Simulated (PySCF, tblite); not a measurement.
Isomers of C5H7P. All values are computed: GFN2-xTB (tblite) harmonic vibrations without scaling, gas phase. The method is semi-empirical: single wavenumbers can be off by several per cent or more. Modes of hydrogen on phosphorus can be 10 to 20 % off. One conformer each.

Electronic energies: PBE0/pcSseg-1 single points on the GFN2-xTB geometries (PySCF, gas phase).

| SMILES | electronic energy, lowest = 0 (kJ/mol) |
| --- | --- |
| C1=CP1C1CC1 | 163.8 |
| P#CC1CCC1 | 76.5 |
| C=C=PC1CC1 | 139.4 |
| C1=CPC=CC1 | 0.0 |

Q: How do GFN2-xTB zero-point energies change the relative energies?

A: 
| SMILES | ZPE (kJ/mol) | of it from modes above 1550 cm⁻¹ | electronic (kJ/mol) | with ZPE, lowest = 0 (kJ/mol) | lowest mode (cm⁻¹) | rings |
| --- | --- | --- | --- | --- | --- | --- |
| C1=CPC=CC1 | 263.6 | 141.2 | 0.0 | 0.0 | 86 | 1 |
| P#CC1CCC1 | 276.8 | 136.0 | 76.5 | 89.6 | 68 | 1 |
| C=C=PC1CC1 | 264.3 | 139.3 | 139.4 | 140.1 | 30 | 1 |
| C1=CP1C1CC1 | 263.3 | 139.3 | 163.8 | 163.4 | 34 | 2 |

The zero-point energies span 13.5 kJ/mol, from `C1=CP1C1CC1` to `P#CC1CCC1`. The order is unchanged.

Q: And how do the electronic energies of GFN2-xTB itself compare?

A: `C1=CPC=CC1` 0.0; `P#CC1CCC1` 38.4; `C=C=PC1CC1` 139.4; `C1=CP1C1CC1` 167.7 kJ/mol, lowest = 0. Against the energies above, taken from the same isomer `C1=CPC=CC1`, the largest difference is 38.1 kJ/mol.

Q: What do entropy and thermal enthalpy add at 298.15 K and 1 bar (rigid rotor, harmonic oscillator, one conformer each)?

A: 
```csv
SMILES,point group,symmetry number,S (J/(mol K)),H − H(0) (kJ/mol),ZPE + H − H(0) − TS (kJ/mol)
C1=CPC=CC1,Cs,1,322.2,18.01,185.6
P#CC1CCC1,Cs,1,335.7,18.73,195.4
C=C=PC1CC1,Cs,1,355.4,21.27,179.6
C1=CP1C1CC1,Cs,1,344.2,20.24,180.9
```
